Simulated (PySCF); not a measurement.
Isomers of C3H3N. Gas-phase values, no solvent. Strings in code marks are SMILES.

The numbers are results of TPSSh-D3(BJ)/def2-TZVP // PBE0-D3(BJ)/def2-TZVP run with PySCF, not measurements. All candidates: neutral, multiplicity 1. Excitations are Tamm–Dancoff values on a coarser integration grid. The basis has no diffuse functions, so Rydberg states are missing or too high.

```yaml
T1 excitation (TDA): 3.21 eV
HOMO: -6.47 eV
HOMO–LUMO gap: 4.33 eV
```

### Question
Which member has these values?
(A) `C=CC#N`
(B) `N=c1cc1`
(C) `C#CN=C`
(D) `[H]/N=C\C#C`

### Answer
C, `C#CN=C`. The others give `[H]/N=C\C#C`: 3.80 eV, -7.35 eV, 5.34 eV; `C=CC#N`: 3.75 eV, -7.78 eV, 5.66 eV; `N=c1cc1`: 3.93 eV, -6.25 eV, 4.92 eV
